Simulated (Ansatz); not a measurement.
Zinc-blende BeTe, treated with G0W0@PBE in Ansatz (hard PAW, contour deformation).

The cell has the measured lattice parameters. Conventional cell: a = 5.6260 Å, b = 5.6260 Å, c = 5.6260 Å, α = 90.00°, β = 90.00°, γ = 90.00°.

The quasiparticle gap at Γ at a fixed k mesh 4×4×4:

| response cutoff | value (eV) |
|---|---|
| 150 eV, 341 empty bands | 4.691 |
| 200 eV, 525 empty bands | 4.717 |
| 250 eV, 734 empty bands | 4.732 |
| 300 eV, 965 empty bands | 4.742 |

Taking the value to converge with the response cutoff E as E^(−3/2), extrapolate from the last two rows.

With y = y∞ + c/w and weights w = 3953 and 5196 for the last two rows, y∞ = (w2 y2 − w1 y1)/(w2 − w1) = (5196 × 4.742 − 3953 × 4.732)/1243 = 4.774 eV, which lies 0.032 beyond the last row. Successive pairs of rows give 4.765, 4.770, 4.774. The limit also hangs on the law assumed, so its last digits aren't firm.

The other settings are not extrapolated, so this is the limit in one setting alone.

At the last cutoff the smallest gap on this mesh is 2.89 eV, with an edge away from Γ.

Spin–orbit coupling is not included; with these elements it can move the gap by several tenths of an eV or more.

Ansatz is a quantum-chemistry and plane-wave program.
